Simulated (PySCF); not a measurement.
Q: Write a Z-matrix for InChI=1S/C9H6O2/c10-9-6-5-7-3-1-2-4-8(7)11-9/h1-6H as optimised with PBE0-D3(BJ)/def2-SVP.

A: 
Z-matrix in Å and degrees, rows numbered from 1:
```
O 
C   1  1.1975
C   2  1.4600  1  125.95
C   3  1.3505  2  121.67  1   179.53
C   4  1.4394  3  120.47  2     0.14
C   5  1.4048  4  124.09  3  -179.85
C   6  1.3859  5  120.60  4  -179.93
C   7  1.4012  6  119.71  5     0.10
C   8  1.3885  7  120.82  6    -0.10
C   9  1.3954  8  119.20  7    -0.01
O  10  1.3491  5  121.36  4    -0.25
H   3  1.0905  2  115.52  1    -0.32
H   4  1.0938  3  120.67  2  -179.81
H   6  1.0930  5  118.79  4     0.15
H   7  1.0917  6  120.20  5  -179.94
H   8  1.0924  7  119.84  6   179.93
H   9  1.0911  8  122.08  7  -179.98
```

The C–C distances run from 1.351 Å (C3–C4, drawn aromatic) to 1.460 Å (C2–C3, drawn aromatic), a spread of 0.109 Å. The 6-membered ring C2–C3–C4–C5–C10–O11 has internal angles of 115.7° to 123.7°; it is planar, 0.00 Å rms from its mean plane, widest ring torsion 0°. The 6-membered ring C5–C6–C7–C8–C9–C10 has internal angles of 118.8° to 120.9° (sum 720°, against 720° for a flat polygon); it is planar, 0.00 Å rms from its mean plane, widest ring torsion 0°. The C–O distances run from 1.198 Å (O1=C2, drawn double) to 1.380 Å (C2–O11, drawn aromatic), a spread of 0.182 Å.

Method: PBE0-D3(BJ)/def2-SVP geometry optimisation, gas phase (PySCF 2.14.0).

Point group: Cs (tolerance 0.08 Å). PBE0-D3(BJ)/def2-SVP frequencies: not computed here.

Cost: about 4 min of CPU time on one thread; the machine was shared, so the figure is rough. These figures are those of the optimisation.
